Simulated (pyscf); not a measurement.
This saddle point was located with ωB97X-D3(BJ)/def2-SVP in PySCF.

```xyz
9

N      0.4270     0.7611    -1.3033
Si     1.0655     1.0660     0.2771
N      0.3590     0.2427     1.6279
H     -0.5554     0.6389    -1.5178
H      1.0230     0.3376    -2.0034
H      1.2331     2.5603     0.5478
H      0.1392     2.4694     0.5065
H     -0.6304     0.0508     1.7310
H      0.9251    -0.4140     2.1508
```

Surface: singlet, charge 0. Lowest wavenumbers (cm⁻¹): 1264i, 200, 277, 282, 293.

Question: What reaction is this the transition state of?

Answer: H₂N–SiH₂–NH₂ <-> H₂N–Si:–NH₂ [singlet] + H₂, a 1,1-elimination read from left to right: H–Si, H–Si broken and H–H formed. At ωB97M-D3(BJ)/def2-TZVP it lies +73.7 kcal/mol from the left side and +42.3 kcal/mol from the right (each side as separated species at their lowest minima found). The same reactants have a lower exit, to NH₃ + HN=SiH₂ (highest point, the separated products, at +68.3 kcal/mol at ωB97M-D3(BJ)/def2-TZVP, against +73.7 kcal/mol here). This is the saddle that the search found; another between the same sides may lie lower.
